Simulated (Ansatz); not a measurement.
System: 2H WS2. Method: PBEsol (Ansatz, a program for electronic structure, plane waves, PAW).

Numerical settings: plane-wave cutoff 500 eV, 12×12×4 k mesh (along the axes of the cell as run), gaussian smearing 0.02 eV, scalar-relativistic PAW data made under PBE.

Computed at the level's own relaxed cell.

Question: Estimate the volume per atom, lattice constant a and lattice parameter c that the calculation returns.

Answer: 
volume per atom: 18.13 Å³/atom
lattice constant a: 3.146 Å
lattice parameter c: 12.693 Å

Measured, for comparison: lattice constant a 3.153 Å, lattice parameter c 12.323 Å (300 K, not corrected to a static lattice; as tabulated in arXiv:1605.07067). Computed (rounded) less measured: lattice constant a -0.2 %, lattice parameter c +3.0 %.

Note: the cell comes from a level without a dispersion term, which matters for the spacing of layers, chains or molecules; the cell has widely spaced layers and the level no dispersion term, so their spacing and the moduli can rest on weak binding.

Spin–orbit coupling is not included.

Computed values are for the static lattice.

Computing time: very roughly 90 core-seconds.
